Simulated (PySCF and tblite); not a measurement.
Values are calculated unless marked as measured or tabulated.
Stationary points of C4H10OS at GFN2-xTB, in Å:

Structure A

```
 1 C    -0.986    1.031   -0.097
 2 C    -0.447   -0.288    0.414
 3 C    -1.411   -1.436    0.163
 4 S     1.115   -0.744   -0.527
 5 C     2.183    0.610    0.142
 6 O     0.848   -0.388   -1.921
 7 H    -0.443    1.878    0.316
 8 H    -2.038    1.143    0.161
 9 H    -0.895    1.047   -1.183
10 H    -0.165   -0.245    1.467
11 H    -2.358   -1.267    0.672
12 H    -0.990   -2.376    0.515
13 H    -1.602   -1.523   -0.905
14 H     3.177    0.462   -0.266
15 H     2.209    0.535    1.222
16 H     1.798    1.570   -0.182
```

Structure B

```
 1 C    -0.864    1.082    0.445
 2 C    -0.508   -0.382    0.617
 3 C    -1.362   -1.280   -0.256
 4 S     1.310   -0.843    0.283
 5 C     1.981    0.772   -0.321
 6 O     1.303   -1.701   -0.903
 7 H    -0.256    1.723    1.078
 8 H    -1.906    1.230    0.727
 9 H    -0.756    1.395   -0.591
10 H    -0.619   -0.659    1.669
11 H    -2.420   -1.104   -0.067
12 H    -1.140   -2.326   -0.063
13 H    -1.155   -1.085   -1.306
14 H     3.010    0.570   -0.603
15 H     1.954    1.502    0.478
16 H     1.428    1.106   -1.190
```

Structure C

```
 1 C    -0.933    1.134    0.875
 2 C    -0.555   -0.321    0.676
 3 C    -1.106   -0.949   -0.586
 4 S     1.310   -0.528    0.758
 5 C     1.773    0.456   -0.736
 6 O     1.547   -1.925    0.389
 7 H    -0.388    1.557    1.717
 8 H    -1.999    1.220    1.079
 9 H    -0.716    1.720   -0.015
10 H    -0.874   -0.908    1.543
11 H    -2.163   -1.179   -0.473
12 H    -0.572   -1.879   -0.782
13 H    -0.994   -0.285   -1.441
14 H     2.845    0.338   -0.857
15 H     1.533    1.497   -0.563
16 H     1.265    0.066   -1.610
```

Level: PBE0/pcSseg-1 + D3(BJ), IEF-PCM dimethylsulfoxide on GFN2-xTB stationary points, with GFN2-xTB thermal terms.

Question: Which structure is a saddle point, and along which motion?

Answer: B: one imaginary mode (77i cm⁻¹ at GFN2-xTB, mostly on O6, C3, C5), along the rotation about the C2–S4 bond (torsion C1–C2–S4–C5 from 68° to -65°, falling).

Question: Give their symmetry and energies above the lowest.

Answer: A C1, 0.4 kcal/mol; B C1, 5.0 kcal/mol; C C1, 0.0 kcal/mol.
